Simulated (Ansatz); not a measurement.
# What a trial cell of TaV3 relaxes into

Level of theory: DFT PBE, scalar-relativistic, plane waves, PAW (Ansatz). Cutoff 420 eV, Γ-centred k mesh, Gaussian smearing, no spin polarisation in the final step.

TaV3 was placed on the Ni3Sn (D0_19) structure type (P6_3/mmc, No. 194), with Ta in place of Sn, V in place of Ni, at a guessed volume.

```yaml
crystal:
  lattice:
    - [5.44709, 0.00000, 0.00000]
    - [-2.72354, 4.71732, 0.00000]
    - [0.00000, 0.00000, 4.37213]
  atoms:
    - { symbol: Ta, position: [0.33333, 0.66667, 0.25000] }
    - { symbol: Ta, position: [0.66667, 0.33333, 0.75000] }
    - { symbol: V, position: [0.83300, 0.66600, 0.25000] }
    - { symbol: V, position: [0.16700, 0.83300, 0.75000] }
    - { symbol: V, position: [0.33400, 0.16700, 0.25000] }
    - { symbol: V, position: [0.16700, 0.33400, 0.75000] }
    - { symbol: V, position: [0.83300, 0.16700, 0.25000] }
    - { symbol: V, position: [0.66600, 0.83300, 0.75000] }
```

Steps on the 6×6×4 mesh (8 atoms). 8 of 9 steps are shown, and the free energy counts from the last. Trial steps that were taken back and renewals of the plane-wave basis can be among the rows.

```csv
step,ΔF (meV/atom),V (Å³/atom),P (GPa),largest force component (eV/Å)
1,111.5,14.04,15.78,0.797
2,32.8,15.37,-2.93,0.349
3,14.7,15.31,-2.29,0.273
4,13.2,15.01,2.17,0.422
5,2.1,15.18,-0.68,0.068
6,1.7,15.12,0.04,0.012
7,0.1,15.12,0.24,0.013
9,0.0,15.15,0.02,0.001
```

A final relaxation ran on a 12×12×8 mesh. The relaxed crystal, P6_3/mmc (No. 194):

Space group P6_3/mmc (No. 194). a = 5.415 Å, b = 5.415 Å, c = 4.771 Å, α = 90.00°, β = 90.00°, γ = 120.00°
```tsv
atom	site	symmetry	x	y	z
Ta	2c	-6m2	0.3333	0.6667	0.2500
V	6h	mm2	0.8416	0.6832	0.2500
```

```
Volume per atom          : 15.15 Å³
Density                  : 9.15 g/cm³
Energy over the elements : 0.29 eV/atom
Gap on the 12×12×8 mesh  : 0 eV (a metal)
```

Formation energies are uncorrected and refer to the elements' standard structures at the same level.

The final run used a 12×12×8 mesh on its 8-atom cell and 0.10 eV smearing. For metals, differences of a few meV/atom aren't resolved. Spin–orbit coupling is left out.

A structure relaxed within its symmetry needn't be a true minimum.

Cost: 3 runs of about 6.7 core-minutes in all, on Arm Neoverse V2 (shared hosts).